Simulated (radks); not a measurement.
# P³⁺ in [Ne] 3s2: an all-electron calculation

An exercise on one series of results from a longer session: the logs are not shown, and one member is left open.

The numbers are computed with radks (a radial shooting solver on a logarithmic mesh, Libxc functionals) version 1 (scalar-relativistic Kohn-Sham, TASK exchange with Perdew-Wang LDA correlation, spin-polarised, spherical densities, finite nucleus), except any that are marked as measured or tabulated.

## Starting point

```
element            : phosphorus (Z = 15)
charge             : +3
electrons          : 12
configuration      : [Ne] 3s2
nuclear rms radius : 3.1889 fm
```

Outer shells as boxes (Hund's rule):

P³⁺
```
[Ne] core
3s [↑↓]
```

Set-up of the first run:

Settings of this run:

```text
Z 15
configuration [Ne] 3s2 3p0 4s0
relativity scalar-relativistic
functional task,pw
spin polarised
nucleus finite rms 3.1889 fm
c 137.035999084
```

The run is started by

```console
> python run_ks.py task.json out
```

This one command runs every case of the session in turn.

One of the session's tables, all rows but one given; the rest of the session is left out.

It belongs to the step «Orbitals and density». Sizes of the orbitals, from the radial functions (bohr):

```
level     <r>  outermost maximum (interpolated)  90 % within  nodes
   1s  0.1038                            0.0677        0.186      0
   2s  0.5173                             0.418        0.811      1
   2p       ?                                 ?            ?      ?
   3s   1.701                              1.50         2.50      2
   3p   1.811                              1.61         2.68      1
```

Q: Estimate the row for 2p from the others.

**Answer.** <r>: 0.4812; outermost maximum (interpolated): 0.354; 90 % within: 0.802; nodes: 0. In the column «<r>» it lies between 1s (0.1038) and 2s (0.5173).
